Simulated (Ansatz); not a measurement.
A nudged elastic band was laid between two geometries of AlCl$_{2}$H (4 atoms, charge 0, multiplicity 1).

These are results of RKS r2SCAN-D4/6-31G* in Ansatz, not measurements.

```
movable images  : 5
climbing image  : yes
spring          : 5.0 eV/Å²
optimiser       : quadratic models (default)
start path      : through a guess of the saddle point
force threshold : 0.05 eV/Å
iteration limit : 60
end points      : relaxed
```

Image 0:

```xyz
4
Properties=species:S:1:pos:R:3
Al 0.321 0.000 0.340
H 0.088 0.000 1.894
Cl 2.255 0.000 -0.459
Cl -1.297 0.000 -0.986
```

Image 6:

```xyz
4
Properties=species:S:1:pos:R:3
Al -1.499 0.000 0.321
H 2.120 0.000 1.768
Cl 1.857 0.000 0.508
Cl -1.111 0.000 -1.808
```

(1) What changes between the two ends?

(2) Give the energies along the band, and the barrier.

(3) What is the geometry of the highest image?

The band took 10 iterations and of the order of 2.2 core-minutes.

Answers

(1) Bonds broken: Al1–H2, Al1–Cl3. Bonds formed: H2–Cl3. AlCl2H becomes AlCl + ClH.

(2) The forces met the threshold. The highest image is number 2 of 0 to 6, 292.5 kJ/mol above the first end and 58.0 kJ/mol above the last; the last end lies 234.5 kJ/mol above the first. Neighbouring images differ by up to 2.0 eV, so the band resolves the path poorly. A vibrational analysis at the climbing image gives one clearly imaginary mode, 859i cm⁻¹: a first-order saddle point. The orbitals stay closed-shell, which can raise the energy where a bond breaks towards radicals; this wasn't checked here.

| image | path coordinate (Å) | energy (kJ/mol) | Al1–H2 (Å) | Al1–Cl3 (Å) | H2–Cl3 (Å) |
| --- | --- | --- | --- | --- | --- |
| 0 | 0.00 | 0.0 | 1.57 | 2.09 | 3.20 |
| 1 | 0.79 | 103.5 | 1.54 | 2.16 | 2.38 |
| 2 | 1.58 | 292.5 | 1.71 | 2.58 | 1.64 |
| 3 | 2.43 | 243.3 | 2.62 | 3.43 | 1.30 |
| 4 | 3.28 | 238.5 | 2.77 | 3.89 | 1.30 |
| 5 | 4.14 | 237.5 | 3.47 | 3.71 | 1.29 |
| 6 | 5.00 | 234.5 | 3.90 | 3.36 | 1.29 |

(3) 
```xyz
4
Properties=species:S:1:pos:R:3
Al -0.426 0.000 0.572
H 1.079 0.000 1.391
Cl 2.117 0.000 0.125
Cl -1.403 0.000 -1.299
```

Time of the run: 2.2 min on 1 thread of Arm Neoverse V2, with other jobs on the host, peak memory 0.12 GiB.
